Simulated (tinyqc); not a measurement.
Geometry optimisation on the UHF/sto-3g surface (energies and gradients from PySCF), for CH2, spin multiplicity 3, step by step. One step of it, computed by the program tinyqc.

Question. Step 2: move. Quasi-Newton step p = -H^(-1) g (the inverse Hessian comes from BFGS updates; coordinates in the order x, y, z of each atom); steps longer than 0.5 bohr are cut back.

positions after step 1 (bohr), order 1C, 2H, 3H:
```
[[0.000514, -0.113380, -0.024313],
 [0.020428, 1.752878, 1.146046],
 [0.003624, -1.792566, 1.002319]]
```

gradient (hartree/bohr), order 1C, 2H, 3H:
```
[[-0.00068586, -0.09026861, -0.02917996],
 [0.00062187, 0.04596549, 0.04182210],
 [0.00006399, 0.04430312, -0.01264214]]
```

inverse Hessian in use (bohr^2/hartree):
```
[[1.666640, -0.003566, -0.001145, 0.000024, 0.001798, 0.001648, 0.000003, 0.001769, -0.000503],
 [-0.003566, 1.236129, -0.168372, 0.003443, 0.290474, 0.216188, 0.000123, 0.140064, -0.047816],
 [-0.001145, -0.168372, 1.625480, 0.000943, 0.053430, 0.070427, 0.000202, 0.114943, -0.029241],
 [0.000024, 0.003443, 0.000943, 1.666646, -0.001339, -0.001498, -0.000004, -0.002104, 0.000555],
 [0.001798, 0.290474, 0.053430, -0.001339, 1.617494, -0.111410, -0.000459, -0.241301, 0.057980],
 [0.001648, 0.216188, 0.070427, -0.001498, -0.111410, 1.566194, -0.000150, -0.104778, 0.030045],
 [0.000003, 0.000123, 0.000202, -0.000004, -0.000459, -0.000150, 1.666668, 0.000336, -0.000052],
 [0.001769, 0.140064, 0.114943, -0.002104, -0.241301, -0.104778, 0.000336, 1.767904, -0.010164],
 [-0.000503, -0.047816, -0.029241, 0.000555, 0.057980, 0.030045, -0.000052, -0.010164, 1.665862]]
```

Give: positions after step 2.

Answer.

positions after step 2 (bohr), order 1C, 2H, 3H:
```
[[0.0011, -0.0359, -0.0029],
 [0.0200, 1.7224, 1.1123],
 [0.0035, -1.8395, 1.0147]]
```
